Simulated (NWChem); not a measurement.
# A workflow on [SiH3]+ (SMILES [SiH3+])

Aim: a structure relaxation (N12-SX/SBKJC-VDZ), then the harmonic vibrations, then the energy (MP2/SBKJC-VDZ) of [SiH3]+. 

The results are computed with NWChem 7.3.0.

2 further runs of the same task are left out: 2 set aside as unsound or not needed.

## (1) The system as given

[SiH3]+ has 4 atoms, charge +1, and is taken as a singlet. As SMILES, `[SiH3+]`. The shape is that of a PBE0-D4/def2-TZVP optimisation. The run starts from this shape.

Bond lengths: Si1–H2 1.472 Å, Si1–H3 1.472 Å, Si1–H4 1.472 Å. Angles: H2–Si1–H3 120.0°, H2–Si1–H4 120.0°, H3–Si1–H4 120.0°.

## (2) A geometry optimisation at N12-SX/SBKJC-VDZ (core potential) (run 1)

Input file h3si.xyz:

```xyz
4
H3Si N12-SX
Si     0.000000     0.000000     0.000000
H      0.686900     0.675400     1.113000
H     -0.118400    -1.467200    -0.009900
H     -0.568500     0.791700    -1.103100
```

Input file h3si.nw:

```
start h3si
title "H3Si N12-SX"
memory stack 880 mb heap 220 mb global 1100 mb
charge 1

geometry units angstrom
load format xyz h3si.xyz
end

basis spherical
* library "sbkjc vdz ecp"
end

ecp
Si library "sbkjc ecp"
end

dft
xc n12-sx
grid xfine
mulliken
print low
end

driver
tight
maxiter 60
end

task dft optimize
```

The run is started by

```
$ nwchem h3si.nw > h3si.out
```

The log of the run:

```text
Northwest Computational Chemistry Package (NWChem) 7.3.0
             --------------------------------------------------------

           Job information
           ---------------

    nwchem branch   = 7.3.0
    use scalapack   = T
    input           = h3si.nw
    prefix          = h3si.
    data base       = ./h3si.db
    status          = startup
    nproc           =        1

           Memory information
           ------------------

    heap     =     28835836 doubles =      220.0 Mbytes
    stack    =    115343361 doubles =      880.0 Mbytes
    global   =    144179200 doubles =     1100.0 Mbytes (distinct from heap & stack)
    total    =    288358397 doubles =     2200.0 Mbytes
    verify   = yes
    hardfail = no

           Directory information
           ---------------------

  0 permanent = .
  0 scratch   = .

                                NWChem Input Module
                                -------------------

                                    H3Si N12-SX
                                    -----------

 Scaling coordinates for geometry "geometry" by  1.889725989
 (inverse scale =  0.529177249)

 C3H symmetry detected

          ------
          auto-z
          ------
  Looking for out-of-plane bends
  no constraints, skipping    0.0000000000000000
  no constraints, skipping    0.0000000000000000

                             Geometry "geometry" -> ""
                             -------------------------

 Output coordinates in angstroms (scale by  1.889725989 to convert to a.u.)

  No.       Tag          Charge          X              Y              Z
 ---- ---------------- ---------- -------------- -------------- --------------
    1 Si                  14.0000     0.00000000     0.00000000     0.00000000
    2 H                    1.0000     0.92398343     1.14588143     0.00000000
    3 H                    1.0000    -1.45435415     0.22725241     0.00000000
    4 H                    1.0000     0.53037071    -1.37313384     0.00000000

      Atomic Mass
      -----------

      Si                27.976930
      H                  1.007825

 Effective nuclear repulsion energy (a.u.)      15.7214512332

            Nuclear Dipole moment (a.u.)
            ----------------------------
        X                 Y               Z
 ---------------- ---------------- ----------------
    -0.0000000000     0.0000000000     0.0000000000

      Symmetry information
      --------------------

 Group name             C3h
 Group number             22
 Group order               6
 No. of unique centers     2

      Symmetry unique atoms

     1    2

                                Z-matrix (autoz)
                                --------

 Units are Angstrom for bonds and degrees for angles

      Type          Name      I     J     K     L     M      Value
      ----------- --------  ----- ----- ----- ----- ----- ----------
    1 Stretch                  1     2                       1.47200
    2 Stretch                  1     3                       1.47200
    3 Stretch                  1     4                       1.47200
    4 Bend                     2     1     3               120.00000
    5 Bend                     2     1     4               120.00000
    6 Bend                     3     1     4               120.00000
    7 Torsion                  2     1     3     4         180.00000
    8 Torsion                  2     1     4     3        -180.00000
    9 Torsion                  3     1     2     4        -180.00000
   10 Torsion                  2     4     1     3         180.00000
   11 Torsion                  3     2     1     4         180.00000
   12 Torsion                  2     3     1     4        -180.00000

            XYZ format geometry
            -------------------
     4
 geometry
 Si                    0.00000000     0.00000000     0.00000000
 H                     0.92398343     1.14588143     0.00000000
 H                    -1.45435415     0.22725241     0.00000000
 H                     0.53037071    -1.37313384     0.00000000

 ==============================================================================
                                internuclear distances
 ------------------------------------------------------------------------------
       center one      |      center two      | atomic units |  angstroms
 ------------------------------------------------------------------------------
    2 H                |   1 Si               |     2.78168  |     1.47200
    3 H                |   1 Si               |     2.78168  |     1.47200
    4 H                |   1 Si               |     2.78168  |     1.47200
 ------------------------------------------------------------------------------
                         number of included internuclear distances:          3
 ==============================================================================

[... 84 lines left out ...]
            Nuclear Dipole moment (a.u.)
[... 62 lines left out ...]
         Total DFT energy =       -5.247543675077
[... 1 line left out ...]
           Coulomb energy =        6.737016925794
[... 1 line left out ...]
 Nuclear repulsion energy =        4.936602860278
[... 56 lines left out ...]
@    0      -5.24754368  0.0D+00  0.01065  0.00533  0.00000  0.00000      2.9
[... 51 lines left out ...]
         Total DFT energy =       -5.248230204963
[... 1 line left out ...]
           Coulomb energy =        6.699279409956
[... 1 line left out ...]
 Nuclear repulsion energy =        4.884449128272
[... 40 lines left out ...]
 new step= 1.81                   predicted energy=     -5.248401
[... 72 lines left out ...]
   convergence    iter        energy       DeltaE   RMS-Dens  Diis-err    time
[... 7 lines left out ...]
      One electron energy =      -14.899992267294
[... 1 line left out ...]
    Exchange-Corr. energy =       -1.860819546401
[... 57 lines left out ...]
@    1      -5.24841614 -8.7D-04  0.00040  0.00020  0.02682  0.05301      7.2
[... 50 lines left out ...]
         Total DFT energy =       -5.248417448186
[... 1 line left out ...]
           Coulomb energy =        6.666595970699
[... 1 line left out ...]
 Nuclear repulsion energy =        4.839662276246
[... 40 lines left out ...]
 new step= 1.00                   predicted energy=     -5.248417
[... 51 lines left out ...]
  The DFT is already converged
[... 21 lines left out ...]
@    2      -5.24841745 -1.3D-06  0.00002  0.00001  0.00103  0.00204      9.4
[... 49 lines left out ...]
         Total DFT energy =       -5.248417453475
[... 1 line left out ...]
           Coulomb energy =        6.666426113228
[... 1 line left out ...]
 Nuclear repulsion energy =        4.839424323386
[... 40 lines left out ...]
 new step= 1.00                   predicted energy=     -5.248417
[... 51 lines left out ...]
  The DFT is already converged
[... 21 lines left out ...]
@    3      -5.24841745 -5.3D-09  0.00000  0.00000  0.00007  0.00014     11.1
[... 50 lines left out ...]
         Total DFT energy =       -5.248417453490
[... 1 line left out ...]
           Coulomb energy =        6.666431983498
[... 1 line left out ...]
 Nuclear repulsion energy =        4.839427913371
[... 40 lines left out ...]
 new step= 1.00                   predicted energy=     -5.248417
[... 20 lines left out ...]
      Atomic Mass
      -----------

      Si                27.976930
      H                  1.007825

 Effective nuclear repulsion energy (a.u.)      15.4119810910

            Nuclear Dipole moment (a.u.)
            ----------------------------
        X                 Y               Z
 ---------------- ---------------- ----------------
     0.0000000000     0.0000000000     0.0000000000

      Symmetry information
      --------------------

 Group name             C3h
 Group number             22
 Group order               6
 No. of unique centers     2

      Symmetry unique atoms

     1    2

                                 NWChem DFT Module
                                 -----------------

                                    H3Si N12-SX

  The DFT is already converged

         Total DFT energy =     -5.248417453490

  int_init: cando_txs set to always be  F
  intd_init: cando_txs set to always be  F
  Rotation of axis
  int_init: cando_txs set to always be  F
  intd_init: cando_txs set to always be  F

                         DFT ENERGY GRADIENTS

    atom               coordinates                        gradient
                 x          y          z           x          y          z
   1 Si      0.000000   0.000000   0.000000    0.000000   0.000000   0.000000
   2 H       1.781136   2.208883   0.000000    0.000000  -0.000000   0.000000
   3 H      -2.803517   0.438068   0.000000    0.000000   0.000001   0.000000
   4 H       1.022380  -2.646951   0.000000   -0.000001  -0.000000  -0.000000

  no constraints, skipping    0.0000000000000000

  ---- ---------------- -------- -------- -------- -------- -------- --------
@    4      -5.24841745 -1.4D-11  0.00000  0.00000  0.00000  0.00000     12.8
                                     ok       ok       ok       ok

                                Z-matrix (autoz)
                                --------

 Units are Angstrom for bonds and degrees for angles

      Type          Name      I     J     K     L     M      Value     Gradient
      ----------- --------  ----- ----- ----- ----- ----- ---------- ----------
    1 Stretch                  1     2                       1.50156   -0.00000
    2 Stretch                  1     3                       1.50156   -0.00000
    3 Stretch                  1     4                       1.50156   -0.00000
[... 8 lines of this table left out ...]
   12 Torsion                  2     3     1     4        -180.00000    0.00000

      ----------------------
      Optimization converged
      ----------------------

  ---- ---------------- -------- -------- -------- -------- -------- --------
@    4      -5.24841745 -1.4D-11  0.00000  0.00000  0.00000  0.00000     12.8
                                     ok       ok       ok       ok

                                Z-matrix (autoz)
                                --------

 Units are Angstrom for bonds and degrees for angles

      Type          Name      I     J     K     L     M      Value     Gradient
      ----------- --------  ----- ----- ----- ----- ----- ---------- ----------
    1 Stretch                  1     2                       1.50156   -0.00000
    2 Stretch                  1     3                       1.50156   -0.00000
    3 Stretch                  1     4                       1.50156   -0.00000
[... 8 lines of this table left out ...]
   12 Torsion                  2     3     1     4        -180.00000    0.00000

                         Geometry "geometry" -> "geometry"
                         ---------------------------------

 Output coordinates in angstroms (scale by  1.889725989 to convert to a.u.)

  No.       Tag          Charge          X              Y              Z
 ---- ---------------- ---------- -------------- -------------- --------------
    1 Si                  14.0000     0.00000000     0.00000000     0.00000000
    2 H                    1.0000     0.94253688     1.16889055     0.00000000
    3 H                    1.0000    -1.48355735     0.23181560     0.00000000
    4 H                    1.0000     0.54102047    -1.40070615     0.00000000

      Atomic Mass
      -----------

      Si                27.976930
      H                  1.007825

 Effective nuclear repulsion energy (a.u.)      15.4119810910

            Nuclear Dipole moment (a.u.)
            ----------------------------
        X                 Y               Z
 ---------------- ---------------- ----------------
     0.0000000000     0.0000000000     0.0000000000

      Symmetry information
      --------------------

 Group name             C3h
 Group number             22
 Group order               6
 No. of unique centers     2

      Symmetry unique atoms

     1    2

                Final and change from initial internal coordinates
                --------------------------------------------------

                                Z-matrix (autoz)
                                --------

 Units are Angstrom for bonds and degrees for angles

      Type          Name      I     J     K     L     M      Value       Change
      ----------- --------  ----- ----- ----- ----- ----- ---------- ----------
    1 Stretch                  1     2                       1.50156    0.02956
    2 Stretch                  1     3                       1.50156    0.02956
    3 Stretch                  1     4                       1.50156    0.02956
[... 8 lines of this table left out ...]
   12 Torsion                  2     3     1     4        -180.00000    0.00000

 ==============================================================================
                                internuclear distances
 ------------------------------------------------------------------------------
       center one      |      center two      | atomic units |  angstroms
 ------------------------------------------------------------------------------
    2 H                |   1 Si               |     2.83754  |     1.50156
    3 H                |   1 Si               |     2.83754  |     1.50156
    4 H                |   1 Si               |     2.83754  |     1.50156
 ------------------------------------------------------------------------------
                         number of included internuclear distances:          3
 ==============================================================================

 ==============================================================================
                                 internuclear angles
 ------------------------------------------------------------------------------
        center 1       |       center 2       |       center 3       |  degrees
 ------------------------------------------------------------------------------
    2 H                |   1 Si               |   3 H                |   120.00
    2 H                |   1 Si               |   4 H                |   120.00
    3 H                |   1 Si               |   4 H                |   120.00
 ------------------------------------------------------------------------------
                            number of included internuclear angles:          3
 ==============================================================================

 Task  times  cpu:       12.7s     wall:       12.7s
 Total times  cpu:       12.8s     wall:       12.8s
```

It took 14 s on 1 thread of Intel Xeon Platinum 8259CL at 2.50GHz (Skylake/Cascade Lake), shared host; peak memory 0.11 GiB.

Steps, from the record of the run:

```
step  energy from the first frame kept (eV)
   0                                 0.0000
   1                                -0.0237
   2                                -0.0238
   3                                -0.0238
   4                                -0.0238
```

After the run. Bond lengths: Si1–H2 1.502 Å, Si1–H3 1.502 Å, Si1–H4 1.502 Å. Angles: H2–Si1–H3 120.0°, H2–Si1–H4 120.0°, H3–Si1–H4 120.0°.

## (3) The harmonic vibrations at N12-SX/SBKJC-VDZ (core potential) (run 2)

Input file h3si2.nw:

```
restart h3si
title "H3Si frequencies"
memory 2200 mb
charge 1

dft
xc n12-sx
mult 1
grid xfine
mulliken
noprint "final vectors analysis"
end

freq
temp 1 600
end

task dft frequencies
```

The run is started by

```
$ nwchem h3si2.nw > h3si2.out
```

The log of the run, shortened:

```text
[...]
 d= 0,ls=0.0,diis     1     -5.2484174535 -1.01D+01  7.47D-09  3.94D-15     1.5
[...]
         Total DFT energy =       -5.248417453490
[...]
         Total DFT energy =       -5.248402686048
[...]
         Total DFT energy =       -5.248409986803
[...]
         Total DFT energy =       -5.248410055276
[...]
         Total DFT energy =       -5.248417752114
[...]
 d= 0,ls=0.0,diis     3     -5.2484177520 -1.07D-08  2.72D-06  6.82D-10    76.0
         Total DFT energy =       -5.248417751952
      One electron energy =      -14.894182278622
           Coulomb energy =        6.666425344373
    Exchange-Corr. energy =       -1.860079134819
 Nuclear repulsion energy =        4.839418317116
[...]
                         DFT ENERGY GRADIENTS
    atom               coordinates                        gradient
                 x          y          z           x          y          z
   1 Si      0.000000   0.000000   0.000000   -0.000002   0.000004   0.000227
   2 H       1.781136   2.208883   0.000000    0.000000   0.000000   0.000000
   3 H      -2.803517   0.438068   0.000000   -0.000002  -0.000002  -0.000076
   4 H       1.022380  -2.646951  -0.010000    0.000003  -0.000005  -0.000076
[...]
 Normal Eigenvalue ||           Projected Infra Red Intensities
  Mode   [cm**-1]  || [atomic units] [(debye/angs)**2] [(KM/mol)] [arbitrary]
 ------ ---------- || -------------- ----------------- ---------- -----------
    1       -0.000 ||    0.003765           0.087         3.670       1.929
    2        0.000 ||    0.001500           0.035         1.462       0.768
    3        0.000 ||    0.032193           0.743        31.383      16.492
    4        0.000 ||    0.026988           0.623        26.309      13.826
    5        0.000 ||    0.032071           0.740        31.264      16.430
    6        0.000 ||    0.000245           0.006         0.238       0.125
    7      812.909 ||    0.035560           0.820        34.666      18.217
    8      842.277 ||    0.047073           1.086        45.889      24.115
    9      842.277 ||    0.047073           1.086        45.889      24.115
   10     2165.761 ||    0.000000           0.000         0.000       0.000
   11     2267.769 ||    0.003886           0.090         3.788       1.991
   12     2267.769 ||    0.003886           0.090         3.788       1.991
 ----------------------------------------------------------------------------
[...]
```

Run time: 78 s. Hardware: 1 thread of Intel Xeon Platinum 8259CL at 2.50GHz (Skylake/Cascade Lake), shared host; peak memory 0.1 GiB.

## (4) A single-point energy at MP2/SBKJC-VDZ (core potential) (run 3)

Input file h3si.xyz:

```xyz
4
H3Si energy
Si     0.000000     0.000000     0.000000
H      0.942537     1.168891     0.000000
H     -1.483557     0.231816     0.000000
H      0.541020    -1.400706     0.000000
```

Input file h3si.nw:

```
START h3si
TITLE "H3Si energy"
memory 2200 mb
charge 1

GEOMETRY units angstrom
  load format xyz h3si.xyz
END

BASIS "ao basis" spherical
  * library "sbkjc vdz ecp"
END

ECP
  Si library "sbkjc ecp"
END

SCF
  singlet
  rhf
END

TASK mp2 energy
```

The run is started by

```
$ nwchem h3si.nw > h3si.out
```

The log of the run, shortened:

```text
[...]
 Group name             D3h
[...]
  functions       =    14
[...]
  wavefunction    = RHF
[...]
         Total SCF energy =     -5.111511947148
      One-electron energy =    -14.859459143533
      Two-electron energy =      4.908519105459
 Nuclear repulsion energy =      4.839428090926
        Time for solution =      0.0s
[...]
          Total MP2 energy            -5.154881763014
[...]
```

Wall time 0.66 s (1 thread of Intel Xeon Platinum 8259CL at 2.50GHz (Skylake/Cascade Lake), shared host); peak memory 0.1 GiB.

## (5) Outcome

| quantity | value |
| --- | --- |
| run 1, N12-SX/SBKJC-VDZ: total energy at the end | -5.24842 Eh |
| run 2, N12-SX/SBKJC-VDZ: lowest harmonic wavenumber | 813 cm⁻¹ |
| run 2, N12-SX/SBKJC-VDZ: highest harmonic wavenumber | 2268 cm⁻¹ |
| run 2, N12-SX/SBKJC-VDZ: zero-point energy | 55.0 kJ/mol |
| run 3, MP2/SBKJC-VDZ: total energy | -5.15488 Eh |
| run 3, MP2/SBKJC-VDZ: HOMO energy (Hartree–Fock orbitals) | -20.79 eV |
| run 3, MP2/SBKJC-VDZ: LUMO energy (Hartree–Fock orbitals) | -6.95 eV |
| run 3, MP2/SBKJC-VDZ: HOMO–LUMO gap (Hartree–Fock orbitals) | 13.84 eV |
| run 3, MP2/SBKJC-VDZ: correlation energy | -43.4 mEh |

What this shows: The program (run 2, N12-SX/SBKJC-VDZ) took a symmetry number of 3 where this shape has 6, so the entropy in its output is too high by R ln(6/3) = 1.38 cal/(mol K). The optimisation (run 1, N12-SX/SBKJC-VDZ) took 5 steps and changed the energy by -0.024 eV. Mulliken charges (run 1, N12-SX/SBKJC-VDZ) run from +0.07 on H2 to +0.79 on Si1. All 6 modes (run 2, N12-SX/SBKJC-VDZ) are real, so the shape is a minimum at this level. Mulliken charges (run 3, MP2/SBKJC-VDZ) run from +0.01 on H2 to +0.98 on Si1.
